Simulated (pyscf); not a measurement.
One hydrogen abstraction on the doublet surface with elements of a group swapped. ωB97M-D3(BJ)/def2-TZVP, kJ/mol, from the separated reactants. Structures and frequencies: ωB97X-D3(BJ)/def2-SVP in PySCF.

```csv
step,barrier,reaction energy,imaginary mode (i cm⁻¹)
`[NH][Ga]([NH2])[NH2]` [doublet] + `[CH4]` → `[NH2][Ga]([NH2])[NH2]` + `[CH3]` [doublet],48.7,-18.2,1782
`[NH][Al]([NH2])[NH2]` [doublet] + `[CH4]` → `[NH2][Al]([NH2])[NH2]` + `[CH3]` [doublet],(withheld),(withheld),1742
```

Problem. What belongs in the gaps?

Solution. 
- `[NH][Al]([NH2])[NH2]` [doublet] + `[CH4]` → `[NH2][Al]([NH2])[NH2]` + `[CH3]` [doublet], barrier: 46.1
- `[NH][Al]([NH2])[NH2]` [doublet] + `[CH4]` → `[NH2][Al]([NH2])[NH2]` + `[CH3]` [doublet], reaction energy: -30.2

Each row is the saddle that its search found. Elements up to Kr have no core potential and no relativistic terms here.
